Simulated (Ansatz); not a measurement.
# CH2BP: structure from calculated spectroscopic constants

These gas-phase data were calculated for one isomer of CH2BP at B3LYP-D3(BJ)/def2-SVP (harmonic, unscaled wavenumbers; equilibrium rotational constants with average atomic masses):

| Property | Result |
| --- | --- |
| rotational constants | 28.25, 12.77, 8.795 GHz |
| all wavenumbers above 1500 cm⁻¹ | 3211, 2720 |
| dipole moment | 0.67 D (PBE0/def2-TZVPD) |

Candidates:

(1) `BC#P`, a singlet
(2) `B1C=P1`, a singlet

Question: Assign the data to one candidate and say why.

Answer: Candidate (2). The band at 3211 cm⁻¹ lies where the C–H stretch is expected; (1) has no mode between 2750 and 3290 cm⁻¹.

The same quantities for all candidates:

```
     rotational constants (GHz)  wavenumbers above 1500 cm⁻¹  dipole (D)  E above the lowest, B3LYP-D3(BJ)/def2-SVP (kcal/mol)
(1)         230.3, 5.317, 5.197             2654, 2569, 1556        0.50                                                   7.9
(2)         28.25, 12.77, 8.795                   3211, 2720        0.67                                                   0.0
```

Harmonic stretches to hydrogen usually lie a few per cent above observed fundamentals. Programs: Ansatz 0.2.0.
